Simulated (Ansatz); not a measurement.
## SbH3, quintet in def2-TZVPP: errors against UCCSDT(Q)

Geometry: that of the SbH3, triplet, kept fixed. The triplet lies 6.4 eV lower here.

```yaml
atoms:
  - { symbol: Sb, position_ang: [0.0000, -0.0133, 0.0000] }
  - { symbol: H, position_ang: [0.0000, -0.0423, -1.8410] }
  - { symbol: H, position_ang: [0.0000, 1.6869, 0.0000] }
  - { symbol: H, position_ang: [0.0000, -0.0423, 1.8410] }
```

Basis def2-TZVPP with its core potentials; Ansatz 0.2.0. Correlated methods freeze the noble-gas cores and the filled d shells of p-block atoms, which leaves 8 electrons in 83 orbitals. Prefix R: restricted or restricted open-shell reference; prefix U: unrestricted. Active spaces: valence = (8e, 7o) chosen from the atoms' valence shells. No spin–orbit coupling is included; scalar relativity enters through the core potentials alone.

Full CI isn't at hand for all of this; UCCSDT(Q) serves as the reference, and is uncertain by about the last step of the cluster series. The frozen core follows each run's orbitals, which can shift R against U totals by a few meV for light atoms and by up to 0.1 eV past Ca.

The UHF ⟨S²⟩ is 6.053 and the T1 diagnostic (RCCSD) is 0.0310. The largest doubles amplitude (RCCSD) is 0.063 and the T1 diagnostic (UCCSD) is 0.0262.

Task: From what is known of these methods and the diagnostics, rank them by the size of their error in total energy against UCCSDT(Q) in def2-TZVPP, smallest first (an estimate: the text doesn't fix the numbers).
A. UMP2
B. UCCSD
C. UHF
D. UCCSD(T)
E. UCCSDT

Result: E (0.5 kJ/mol), D (3.8 kJ/mol), B (17.0 kJ/mol), A (88.4 kJ/mol), C (358.4 kJ/mol).

All errors are against UCCSDT(Q) in def2-TZVPP. Within each family the higher level lies nearer, as is usual though not guaranteed.

Natural occupations of CASSCF (valence space) about the gap: 1.996 1.951 1.011 1.000 1.000 0.991 0.051; effectively unpaired electrons, Σ n²(2−n)², 4.02.
